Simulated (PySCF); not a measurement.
PH₃.
InChI=1S/H3P/h1H3

Computed, not measured: PBE0-D3(BJ)/def2-SVP geometry optimisation, gas phase in PySCF 2.14.0.

Take the most abundant isotopes and a rigid rotor. 

(1) What are A, B and C (GHz)?

(2) Classify the top.

(3) Is it planar, by Δ = Ic − Ia − Ib?

(4) Give the other two planar moments, Paa and Pbb, and the rms extents of the mass along the axes.

(5) Where do the R-branch lines fall?

(6) Estimate the classical rotational partition function at 50 K and 298.15 K.

Answers

(1) Ia = 3.84, Ib = 3.84, Ic = 4.33 u·Å²; 505379 MHz·u·Å²/I gives 131443, 131439 and 116782 MHz, that is A = 131.44, B = 131.44, C = 116.78 GHz.

(2) An oblate symmetric top, as the point group C3v requires two equal moments; the computed ones differ by 0.00 % because the geometry is symmetric only within the optimiser's tolerance. Ray's parameter κ = (2B − A − C)/(A − C) = 0.999; −1 is the prolate and +1 the oblate limit.

(3) Not planar: Δ = Ic − Ia − Ib = -3.36 u·Å². For a rigid frame Δ = −2 Σ m c², so Σ m c² = 1.68 u·Å² lies off the ab plane: 1.53 from hydrogen and 0.15 from heavier atoms. The atom farthest from that plane is 0.71 Å away.

(4) Paa = Σ m a² = (Ib + Ic − Ia)/2 = 2.16 and Pbb = Σ m b² = (Ia + Ic − Ib)/2 = 2.16 u·Å². With the mass M = 34.00 u, the rms extents √(P/M) along a, b and c are 0.25, 0.25, 0.22 Å.

(5) The dipole of 0.91 D lies along the symmetry axis, so ΔK = 0 and J+1 ← J falls at 2B(J+1) for every K: 262.88 GHz, 525.76 GHz, 788.65 GHz, 1051.53 GHz, 1314.41 GHz for J = 0 to 4.

(6) Point group C3v, symmetry number σ = 3; q = (√π/σ)·√((kT/h)³/(ABC)), k/h = 20836.6 MHz/K: 14.0 at 50 K, 204 at 298.15 K.

PBE0-D3(BJ)/def2-SVP frequencies: not computed here. Zero-point vibration and centrifugal distortion are left out.

Time: 1.2 s wall; peak memory 0.25 GiB. Hardware: one thread of an Intel Xeon 6975P-C, on a shared host. These figures are those of the optimisation.
